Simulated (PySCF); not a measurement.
SMILES S, B3LYP/def2-SVP optimised geometry.

```
3

S     -0.65    -0.68     0.00
H      0.70    -0.68     0.00
H     -0.70     0.68     0.00
```

Density from B3LYP/def2-TZVP (PySCF) at that geometry.

Minimum of the electron density along straight lines between bonded atoms, close to the bond critical point (lines longer than 1.1 times the sum of covalent radii, or with two minima, are not listed):

```csv
bond,length / Å,ρ at the minimum / e bohr⁻³,∇²ρ there / e bohr⁻⁵,position (fraction from the first atom)
S1–H2,1.352,0.212,-0.60,0.64
S1–H3,1.352,0.212,-0.60,0.64
```
